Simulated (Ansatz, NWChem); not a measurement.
NWChem → Ansatz

This NWChem 7.3.0 job computes C2H4Si (ethynylsilane):

run.xyz:
```
7
C2H4Si
C     -0.580700    -1.871400     0.172200
C     -0.218500    -0.726500     0.062400
Si     0.329800     1.004300    -0.103800
H     -0.901000    -2.883500     0.269300
H     -0.094500     1.528300    -1.425000
H     -0.281700     1.818100     0.974900
H      1.807900     1.062900     0.004400
```

run.py:
```python
from ase.io import read
from ase.calculators.nwchem import NWChem

mol = read('run.xyz')

calc = NWChem(
    label='run',
    theory='ccsd',
    memory='2200 mb',
    basis='6-311+G**',
    basispar='spherical bse',
    scf={'nopen': '0', 'rhf': None, 'thresh': '1e-08', 'maxiter': '80'},
    ccsd={'freeze': 'core 7', 'maxiter': '60'},
    task='energy',
)
mol.calc = calc

e = mol.get_potential_energy()
print(f"E = {e:.6f} eV")
```

```bash
$ export ASE_NWCHEM_COMMAND="nwchem PREFIX.nwi > PREFIX.nwo"
$ python run.py
```

Geometry: relaxed at PBE0-D4/def2-TZVP.

It gives a total energy of -367.363300 Eh.

Problem. How is this level of theory, on these atoms, set up in Ansatz 0.2.0 as an input file of the program's own?

Solution. This input was run:

input.yaml:
```yaml
crystal:
  periodic: [false, false, false]
  atoms:
    - {symbol: C, position_ang: [-0.580700, -1.871400, 0.172200]}
    - {symbol: C, position_ang: [-0.218500, -0.726500, 0.062400]}
    - {symbol: Si, position_ang: [0.329800, 1.004300, -0.103800]}
    - {symbol: H, position_ang: [-0.901000, -2.883500, 0.269300]}
    - {symbol: H, position_ang: [-0.094500, 1.528300, -1.425000]}
    - {symbol: H, position_ang: [-0.281700, 1.818100, 0.974900]}
    - {symbol: H, position_ang: [1.807900, 1.062900, 0.004400]}
basis:
  gaussian:
    orbitals: 6-311+G_st__st_-spherical.json
scf:
  omitted_lower_state_checks: [cluster_reference, increment]
correlation:
  method: ccsd
  frozen_orbitals: {C: 1, H: 0, Si: 5}
accuracy: high
```

```bash
$ ansatz run input.yaml --threads 1 --pin off --max-ram 3480MiB --events-out events.jsonl --progress --plain --runs-dir runs
```

(Basis files named in the input come from the Basis Set Exchange and aren't shown.)

Its energy is -367.363300 Eh, the same as the first but for the last digit, at most.
